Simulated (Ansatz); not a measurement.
```yaml
crystal:
  periodic: [false, false, false]
  atoms:
    - {symbol: Ge, position_ang: [-0.659052, -0.193463, -0.000915]}
    - {symbol: S, position_ang: [1.465595, 0.420794, 0.002029]}
    - {symbol: H, position_ang: [-1.099075, 1.367246, -0.000245]}
    - {symbol: H, position_ang: [1.971360, -0.811274, 0.001684]}
basis:
  gaussian: {orbitals: def2-TZVP}
hamiltonian: {xc: pbe0}
relax: {f_tol: 0.004, max_steps: 80}
```

```sh
$ ansatz run in.yaml --threads 1 --pin off --events-out ev --progress --plain --max-ram 2176MiB
```

Steps of the relaxation (energy above the last step; positions in Å, forces in eV/Å):

```
4
step 1, 7.3 meV
Ge   -0.659   -0.193   -0.001   -0.124    0.312    0.000
S     1.466    0.421    0.002   -0.130    0.336    0.000
H    -1.099    1.367    0.000    0.118   -0.329    0.000
H     1.971   -0.811    0.002    0.136   -0.319    0.000
```

```
4
step 2, 0.6 meV
Ge   -0.668   -0.190   -0.001    0.000    0.056    0.000
S     1.455    0.429    0.002   -0.052    0.088    0.000
H    -1.077    1.353    0.000   -0.021   -0.027    0.000
H     1.969   -0.809    0.002    0.072   -0.116    0.000
```

```
4
step 3, 0.7 meV
Ge   -0.674   -0.181   -0.001    0.011   -0.079    0.000
S     1.455    0.422    0.002    0.014    0.059    0.000
H    -1.089    1.356    0.000    0.020    0.036    0.000
H     1.987   -0.814    0.002   -0.045   -0.016    0.000
```

```
4
step 5, 0.0 meV
Ge   -0.669   -0.186   -0.001    0.006    0.003    0.000
S     1.457    0.428    0.002   -0.004   -0.006    0.000
H    -1.084    1.354    0.000   -0.001   -0.001    0.000
H     1.975   -0.813    0.002   -0.001    0.004    0.000
```

```
4
step 6, 0.0 meV
Ge   -0.669   -0.185   -0.001   -0.002    0.000    0.000
S     1.457    0.428    0.002    0.002    0.000    0.000
H    -1.084    1.354    0.000    0.000    0.000    0.000
H     1.975   -0.813    0.002    0.000    0.000    0.000
```

Close pairs at the end: S2–H4 1.345 Å, Ge1–H3 1.594 Å, Ge1–S2 2.212 Å.

A stationary point of restricted PBE0 after 6 steps (its stability towards spin polarisation wasn't tested); no frequencies were run, so it isn't proven a minimum. 14 s on 1 thread of Arm Neoverse V2, shared host.
